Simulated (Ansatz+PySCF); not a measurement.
singlet F₂ in separate pieces: levels of theory in one basis

```yaml
atoms:
  - { symbol: F, position_ang: [0.0000, 0.0000, -2.0647] }
  - { symbol: F, position_ang: [0.0000, 0.0000, 2.0647] }
```

Basis set: cc-pVDZ (spherical functions). Correlated methods keep 2 orbitals frozen. Charge 0, multiplicity 1.

Computed with Ansatz (development build ahead of 0.2.0); each method stands on the lowest determinant of its kind that the runs found. NEVPT2 correlates all electrons. Active spaces start from the frontier orbitals, and the lowest solution found is given.

```csv
method,E − E(RHF) (eV),<S²> of the determinant
RHF,0.00,0.00
UHF,-10.69,1.00
UHF-MP2,-18.34,1.00
RHF-CCSD(T),-19.91,–
UHF-CCSD(T),-18.98,1.00
RHF-CCSDT(Q),-19.02,–
UHF-CCSDT(Q),-18.99,1.00
"CASSCF(14,8)",-10.51,–
"CASSCF(2,2)",-10.51,–
"SC-NEVPT2(2,2)",-18.47,–
"SC-NEVPT2(14,8)",-17.58,–
```

(1) What does RHF-MP2 give on the same scale?

(2) Is a single determinant a sound starting point here?

## Answers

(1) -24.91 eV.

(2) It is doubtful. Unrestricted orbitals lower Hartree–Fock by 10.69 eV and <S²> is 1.00 where a pure state has 0.00, a sign of strong static correlation. The CASSCF(14,8) natural occupations are 2.00, 2.00, 2.00, 2.00, 2.00, 2.00, 1.00, 1.00. The CASSCF(2,2) natural occupations are 1.00, 1.00.

Caution for RHF, RHF-MP2, RHF-CCSD(T), RHF-CCSDT(Q): an unrestricted determinant lies well below. Caution for UHF, UHF-MP2, UHF-CCSD(T), UHF-CCSDT(Q): the unrestricted determinant is a mixture of spin states; the determinant breaks the point group. Caution for RHF-MP2, RHF-CCSDT(Q): large amplitudes, a single reference is doubtful. Caution for RHF-MP2, UHF-MP2: another reference gives a lower total. Caution for UHF-MP2, UHF-CCSD(T), UHF-CCSDT(Q): bonds are stretched, where a single reference can fail. Caution for RHF-CCSD(T): very large amplitudes, the method is breaking down; the program doubts this total. Caution for RHF-CCSDT(Q): the amplitudes may be one of several solutions.
